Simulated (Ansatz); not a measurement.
Ansatz (a program for electronic structure) input (B3LYP-D3(BJ)/def2-TZVP):

Ansatz 0.2 input:
```yaml
crystal:
  periodic: [false, false, false]
  atoms:
    - {symbol: O, position_ang: [-0.01428032, 0.27372658, 1.51821884]}
    - {symbol: C, position_ang: [0.00047546, 1.31584218, 0.70840460]}
    - {symbol: C, position_ang: [-0.00672646, -0.82035476, 0.72266232]}
    - {symbol: C, position_ang: [0.01701317, 0.98539682, -0.60136331]}
    - {symbol: C, position_ang: [0.01208867, -0.44319298, -0.58524874]}
    - {symbol: H, position_ang: [-0.01689163, -1.77897404, 1.20093607]}
    - {symbol: H, position_ang: [0.03004746, 1.63098449, -1.45219903]}
    - {symbol: H, position_ang: [0.02143792, -1.07629159, -1.44920055]}
basis:
  gaussian:
    orbitals: def2-TZVP
hamiltonian:
  xc: b3lyp
  dispersion: d3bj
magnetization: {spin_polarized: true, initial_magnetization: 1}
relax: {f_tol: 0.002, max_steps: 150}
```

End of the output:

```
mean field: 0.96 GiB planned
mean field evaluation 96: about -6242.6693 eV, gradient 2.6e-3 eV
mean field -6242.66932106 eV, -229.4138661156 hartree, gradient 2.6e-5 eV, S^2 0.759661; 1 other end points of the search recorded, 0 dependent functions left out
the calculation of the forces begins
reference -6242.66954922 eV, -229.4138745006 hartree; 18, 17 occupied and 155, 156 virtual orbitals, 1003 factors
Total energy: -6242.94328531 eV, -229.4239341162 hartree
Atom 0 at    -0.014175     0.279815     1.526140 Å, force     0.000026     0.000069    -0.000102 eV/Å
Atom 1 at     0.000318     1.323877     0.707247 Å, force    -0.000035     0.000035    -0.000006 eV/Å
Atom 2 at    -0.006854    -0.836614     0.708711 Å, force     0.000008    -0.000228     0.000121 eV/Å
Atom 3 at     0.016886     0.995491    -0.603471 Å, force     0.000028    -0.000244     0.000024 eV/Å
Atom 4 at     0.011908    -0.447553    -0.588106 Å, force    -0.000021     0.000589    -0.000302 eV/Å
Atom 5 at    -0.016782    -1.785256     1.213050 Å, force    -0.000008    -0.000131    -0.000008 eV/Å
Atom 6 at     0.030507     1.653384    -1.452856 Å, force    -0.000000    -0.000015     0.000002 eV/Å
Atom 7 at     0.021355    -1.096006    -1.448504 Å, force     0.000002    -0.000074     0.000271 eV/Å
Dipole moment:     0.002280    -0.191634    -0.216313 e Å
```

It need not be the lowest isomer of its formula.
